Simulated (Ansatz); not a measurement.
The input, for Ansatz 0.2.0:

```yaml
crystal:
  periodic: [false, false, false]
  atoms:
    - {symbol: C, position_ang: [0.000000, -1.191151, 1.729045]}
    - {symbol: Ga, position_ang: [0.000000, 0.296335, 0.491689]}
    - {symbol: Cl, position_ang: [0.000000, -0.229904, -1.579353]}
    - {symbol: H, position_ang: [0.000000, 1.781823, 0.936251]}
basis:
  gaussian: {orbitals: cc-pVDZ}
magnetization: {spin_polarized: false, initial_magnetization: 3}
hamiltonian: {xc: hf}
scf: {lower_state_search: off}
output: {forces: true, orbitals: {seedname: orbitals}}
```

```sh
$ ansatz run in.yaml --threads 1 --pin off --events-out ev --progress --plain --max-ram 2393MiB
```

The program prints:

```
these checks for a lower state are left out or cut short: stability, starts, cluster_reference, orbital_swaps, neighbouring_geometries, increment
694 factors; integrals over basis functions are off by at most 7.2e-4 eV
mean field evaluation 1: about -65879.1225 eV, gradient 1.5e1 eV
mean field evaluation 2: about -65879.1447 eV, gradient 1.5e1 eV
mean field evaluation 4: about -65881.1365 eV, gradient 2.5e0 eV
mean field evaluation 8: about -65881.2864 eV, gradient 5.8e-1 eV
mean field evaluation 16: about -65881.2936 eV, gradient 2.9e-6 eV
mean field -65881.29362820 eV, -2421.0928848917 hartree, gradient 2.9e-6 eV, S^2 3.750000; 0 other end points of the search recorded, 0 dependent functions left out
the calculation of the forces begins
reference -65881.29362820 eV, -2421.0928848917 hartree; 29, 26 occupied and 35, 38 virtual orbitals, 694 factors
Total energy: -65881.29362820 eV, -2421.0928848917 hartree
Atom 0 at     0.000000    -1.191151     1.729045 Å, force    -0.000000    -0.141248     0.136280 eV/Å
Atom 1 at     0.000000     0.296335     0.491689 Å, force     0.000000     0.174948     0.362535 eV/Å
Atom 2 at     0.000000    -0.229904    -1.579353 Å, force    -0.000000    -0.061670    -0.451890 eV/Å
Atom 3 at     0.000000     1.781823     0.936251 Å, force    -0.000000     0.027970    -0.046925 eV/Å
Dipole moment:     0.000000     0.235826     0.295695 e Å
Checks for a lower state left out: stability, starts, cluster_reference, orbital_swaps, neighbouring_geometries, increment
```

Forces (eV/Å):
```
C    0.000 -0.141  0.136
Ga   0.000  0.175  0.363
Cl   0.000 -0.062 -0.452
H    0.000  0.028 -0.047
```

Ran on 1 thread of Arm Neoverse V1, shared host: 1.4 s wall, 0.21 GiB peak host memory.
